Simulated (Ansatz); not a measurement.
Relaxation of BClFH2 (5 atoms, charge 0, multiplicity 2), to a largest force component of 0.03 eV/Å in at most 50 steps.

Theory: UHF/def2-SVP in Ansatz.

```xyz
5
Properties=species:S:1:pos:R:3:forces:R:3
B 0.000 0.000 -0.096 0.00 0.00 0.19
F 0.000 0.000 1.222 0.00 0.00 -0.40
H 1.058 0.000 -0.653 0.01 0.00 -0.03
H -1.058 0.000 -0.653 -0.01 0.00 -0.03
Cl 0.000 0.000 3.930 0.00 0.00 0.27
```

Q: Where does it end, and by what steps?

A: It converged. The force dipped under the threshold on the way, but the program's further checks kept it going. After 6 steps the energy has fallen by 0.045 eV; Cl5 moved furthest, 0.37 Å.

| step | energy less start (eV) | largest force component (eV/Å) | accepted |
| --- | --- | --- | --- |
| 0 | 0.0000 | 0.396 | yes |
| 1 | -0.0221 | 0.250 | yes |
| 2 | 0.0702 | 3.718 | no |
| 3 | -0.0363 | 0.124 | yes |
| 4 | -0.0425 | 0.107 | yes |
| 5 | -0.0444 | 0.029 | yes |
| 6 | -0.0447 | 0.006 | yes |

```xyz
5
Properties=species:S:1:pos:R:3
B 0.000 0.000 -0.185
F 0.000 0.000 1.128
H 1.056 0.000 -0.748
H -1.056 0.000 -0.748
Cl 0.000 0.000 4.302
```

Whether the end is a true minimum wasn't checked by a vibrational analysis.

The run took 7.4 s on 1 thread of Arm Neoverse V2, with other jobs on the host, peak memory 0.12 GiB.
